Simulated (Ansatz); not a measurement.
Geometry optimisation, Ansatz, UKS PBE/def2-SVP.

Input file:

```yaml
crystal:
  periodic: [false, false, false]
  atoms:
    - { symbol: B, position_ang: [0.0, 0.0, 0.0] }
    - { symbol: Cl, position_ang: [0.0, 0.0, 2.11] }
    - { symbol: H, position_ang: [1.0305, 0.0, -0.595] }
    - { symbol: H, position_ang: [-1.0305, 0.0, -0.595] }
    - { symbol: F, position_ang: [0.0, 0.0, 3.91] }
magnetization:
  spin_polarized: true
  initial_magnetization: 1
basis:
  gaussian: { orbitals: def2-SVP }
hamiltonian:
  xc: pbe
relax:
  f_tol: 0.15
  max_steps: 25
  restrain:
    - { distance: [1, 4], at: 1.5, k: 30.0 }
    - { distance: [0, 1], at: 3.06, k: 30.0 }
```

Command:

```bash
$ ansatz run input.yaml --threads 1 --pin off --max-ram 2048MiB --backend cpu --events-out ev --progress --plain --runs-dir out
```

Q: Where does it end, and by what steps?

A: The forces met the threshold. The restraints hold the end off the free minimum. After 5 steps the energy has risen by 1.436 eV (the restraints' own energy left out); Cl2 moved furthest, 0.54 Å. Parted: B1–Cl2.

```json
{"step": "0", "energy less start (eV)": "0.0000", "largest force component (eV/Å)": "4.511", "accepted": "yes"}
{"step": "1", "energy less start (eV)": "0.8873", "largest force component (eV/Å)": "3.814", "accepted": "yes"}
{"step": "2", "energy less start (eV)": "1.6727", "largest force component (eV/Å)": "5.921", "accepted": "yes"}
{"step": "3", "energy less start (eV)": "1.4665", "largest force component (eV/Å)": "3.686", "accepted": "yes"}
{"step": "4", "energy less start (eV)": "1.4298", "largest force component (eV/Å)": "3.564", "accepted": "yes"}
{"step": "5", "energy less start (eV)": "1.4361", "largest force component (eV/Å)": "3.637", "accepted": "yes"}
```

```xyz
5
Properties=species:S:1:pos:R:3
B 0.000 0.000 -0.391
Cl 0.000 0.000 2.653
H 1.118 0.000 -0.845
H -1.118 0.000 -0.846
F 0.000 0.000 4.259
```

Whether the end is a true minimum wasn't checked by a vibrational analysis.

Run time: 15 s on 1 thread of Arm Neoverse V2, on a shared host, peak memory 0.14 GiB.
